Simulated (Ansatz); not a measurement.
A made-up structure of HS$_{3}$, doublet:

```tsv
atom	x (Å)	y (Å)	z (Å)
S1	0.8784	-0.1701	1.8521
S2	-0.7437	-0.1616	0.8002
S3	-0.4013	0.6921	-1.0731
H4	1.9204	-0.9466	2.2534
```

It is relaxed with PBE-D4/def2-SVP and then PBE0-D4/def2-TZVP (Ansatz 0.2.0). Atoms count as bonded within 1.22 times the sum of their covalent radii (H–H: 0.88 Å). The end point is not checked to be a true minimum.

Does its bonding change? (Judge from chemistry; the calculation decides.)

By the calculation: No: no bond forms or breaks.

Where it ends: The first stage lowers the energy by 1.50 eV in 7 steps. It ends as HS₃ ([S][S][SH]):
```json
{"atom": "S1", "x (Å)": "0.8765", "y (Å)": "0.0664", "z (Å)": "2.1941"}
{"atom": "S2", "x (Å)": "-0.6799", "y (Å)": "-0.2205", "z (Å)": "0.8330"}
{"atom": "S3", "x (Å)": "-0.2031", "y (Å)": "0.4814", "z (Å)": "-0.9042"}
{"atom": "H4", "x (Å)": "1.6603", "y (Å)": "-0.9136", "z (Å)": "1.7097"}
```

Labels in which every atom is bracketed show which atoms are joined, not bond orders.

For scale, one of the runs: PBE0-D4/def2-TZVP relaxation, 117 basis functions, launched by `ansatz run in.yaml --threads 2 --pin off --events-out ev --progress --plain --max-ram 4352MiB`. Hardware: 2 CPU threads of an Intel Xeon Platinum 8259CL, shared host. Wall time about 42 s.
